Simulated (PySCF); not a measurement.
State search for BP⁺

Unrestricted PBE0; B jorge-DZP-DKH, P jorge-DZP-DKH; spin-free X2C with a Gaussian nucleus (PySCF 2.14). Outer shells of the fragments: B+ 2s2; P 3s2 3p3.

Followed along the bond (rough minima from three points):

| 2Ms+1 | unpaired | ⟨S²⟩ at the start | R at minimum (Å) | Te (eV) |
| --- | --- | --- | --- | --- |
| 4 | σ ↑, π ↑↑ | 3.75 | 1.87 | 0.00 |
| 2 | σ ↓, π ↑↑ | 1.77 | 1.88 | 0.31 |
| 2 | σ ↑, π ↑↓ | 1.76 | 1.88 | 0.46 |
| 2 | σ ↑ | 0.77 | 1.88 | 1.41 |
| 2 | π ↑ | 1.07 | none in the scan | ≤ 1.25 |

Solutions found at the starting distance of 1.980 Å, counted from the lowest of them; the search is not exhaustive and high or unbound solutions are not listed, so other states can lie among these:

```tsv
2Ms+1	unpaired	term	E (eV)	⟨S²⟩	⟨Lz²⟩	μ (D)
4	σ ↑, π ↑↑	⁴Σ⁻	0.00	3.75	0.00	-2.01
2	σ ↓, π ↑↑	mixed	0.29	1.77	0.00	-2.10
2	σ ↑, π ↑↓	mixed	0.45	1.76	2.02	-1.96
2	σ ↑	mixed	1.41	0.77	2.00	-1.71
2	π ↑	mixed	1.60	1.07	1.01	-2.68
2	π ↑	²Π	2.62	0.75	1.01	1.21
4	π ↑↑↑	⁴Π	3.18	3.85	1.00	-2.44
4	σ ↑, π ↑↑	mixed	3.76	3.76	2.01	0.26
```

A term symbol is given only where ⟨S²⟩ and ⟨Lz²⟩ are close to those of a pure state; real π, δ and φ orbitals otherwise mix terms. A positive dipole points towards P; it is taken about the centre of mass and depends on that origin.

Counting both spins, an empty level lies below a filled one in some of these solutions, because spin and occupation are held.
